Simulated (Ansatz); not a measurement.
A made-up structure of BSiNH5, doublet:

```
8
angstrom
N -0.7522 0.4384 -1.5555
B 0.5077 -0.3436 1.1829
Si -0.8110 -0.0299 -0.2678
H -1.5626 0.5260 -2.1494
H 0.1019 0.7318 -2.0112
H 0.2082 0.2836 2.0991
H 1.6013 -0.0886 0.9349
H 0.4737 -1.4530 1.4837
```

It is relaxed with PBE-D4/def2-SVP and then PBE0-D4/def2-TZVP (Ansatz 0.2.0). Atoms count as bonded within 1.22 times the sum of their covalent radii (H–H: 0.88 Å). The end point is not checked to be a true minimum.

Q: Does its bonding change? (A judgement: the text doesn't fix the answer.)

A: The calculation gives: No: no bond forms or breaks.

Where it ends: The first stage lowers the energy by 3.70 eV in 24 steps. It ends as BSiNH₅ ([BH3][Si][NH2]):
| atom | x (Å) | y (Å) | z (Å) |
| --- | --- | --- | --- |
| N1 | -0.6989 | 0.5350 | -1.4354 |
| B2 | 0.5485 | -0.5066 | 1.1607 |
| Si3 | -0.9314 | -0.5630 | -0.1724 |
| H4 | -1.3822 | 0.7112 | -2.1543 |
| H5 | 0.1312 | 1.1025 | -1.5363 |
| H6 | 0.0984 | 0.5875 | 1.4903 |
| H7 | 1.4598 | -0.4469 | 0.3619 |
| H8 | 0.5417 | -1.3548 | 2.0021 |

Labels in which every atom is bracketed show which atoms are joined, not bond orders.

For scale, one of the runs: PBE0-D4/def2-TZVP relaxation, 129 basis functions, launched by `ansatz run in.yaml --threads 2 --pin off --events-out ev --progress --plain --max-ram 4352MiB`. Hardware: 2 CPU threads of an Intel Xeon Platinum 8259CL, shared host. Wall time about 34 s.
